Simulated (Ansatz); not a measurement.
in.yaml

```yaml
crystal:
  periodic: [false, false, false]
  atoms:
    - {symbol: Si, position_ang: [0.000000, 0.000000, 0.000000]}
    - {symbol: O, position_ang: [0.000000, 0.000000, 1.401000]}
basis:
  gaussian: {orbitals: 6-31G}
magnetization: {spin_polarized: false, initial_magnetization: 2}
correlation: {method: fci, electrons: outside_noble_gas}
```

```sh
$ ansatz run in.yaml --threads 1 --pin off --events-out ev --progress --plain --max-ram 2393MiB
```

Problem. Roughly how long does this take on 1 thread of Arm Neoverse V2, shared host, and how much host memory?

Solution. 91 s wall and 0.54 GiB.

```
393 factors; integrals over basis functions are off by at most 4.9e-8 eV
mean field evaluation 1: about -9887.7221 eV, gradient 3.8e1 eV
mean field evaluation 2: about -9887.8124 eV, gradient 3.8e1 eV
mean field evaluation 4: about -9891.5249 eV, gradient 4.4e0 eV
mean field evaluation 8: about -9891.6122 eV, gradient 6.7e-1 eV
mean field evaluation 16: about -9891.6378 eV, gradient 4.0e-4 eV
mean field evaluation 32: about -9891.6454 eV, gradient 8.0e-5 eV
mean field evaluation 64: about -9891.2078 eV, gradient 1.9e-6 eV
mean field evaluation 96: about -9884.9805 eV, gradient 8.2e-6 eV
mean field evaluation 128: about -9891.6737 eV, gradient 3.7e-6 eV
mean field evaluation 160: about -9891.3501 eV, gradient 7.0e0 eV
mean field evaluation 192: about -9891.6244 eV, gradient 7.3e-1 eV
mean field evaluation 224: about -9891.6712 eV, gradient 3.6e-1 eV
mean field evaluation 256: about -9891.5973 eV, gradient 1.4e0 eV
mean field evaluation 288: about -9891.6084 eV, gradient 4.6e-1 eV
mean field evaluation 320: about -9891.6715 eV, gradient 1.8e-1 eV
mean field -9891.67365188 eV, -363.5123018893 hartree, gradient 1.8e-6 eV, S^2 2.000000; 20 other end points of the search recorded, 0 dependent functions left out
mean field evaluation 352: about -9891.7879 eV, gradient 1.8e-1 eV
mean field evaluation 384: about -9891.7900 eV, gradient 1.8e-1 eV
mean field evaluation 416: about -9891.6957 eV, gradient 7.8e-1 eV
mean field evaluation 448: about -9891.7743 eV, gradient 7.1e-1 eV
mean field evaluation 480: about -9891.7891 eV, gradient 2.6e-1 eV
mean field evaluation 512: about -9887.6263 eV, gradient 1.5e1 eV
determinant -9891.64542907 eV, -363.5112647203 hartree, with singles and doubles -9895.03018995 eV, -363.6356523883 hartree
determinant -9891.63781339 eV, -363.5109848493 hartree, with singles and doubles -9896.34249958 eV, -363.6838788776 hartree
determinant -9891.20778784 eV, -363.4951817016 hartree, with singles and doubles -9894.59144403 eV, -363.6195287730 hartree
mean field evaluation 544: about -9891.4856 eV, gradient 9.6e-1 eV
6 core orbitals not correlated: weight in the atoms' cores, before any rotation towards them, 1.000 or more for the frozen orbitals, at most 0.000 for the correlated occupied ones
reference -9891.64542907 eV, -363.5112647203 hartree; 6, 4 occupied and 10, 12 virtual orbitals, 393 factors
state -9896.57692428 eV, -363.6924938265 hartree
6 core orbitals not correlated: weight in the atoms' cores, before any rotation towards them, 1.000 or more for the frozen orbitals, at most 0.000 for the correlated occupied ones
state -9896.57800748 eV, -363.6925336335 hartree
Total energy: -9896.57800748 eV, -363.6925336335 hartree
```
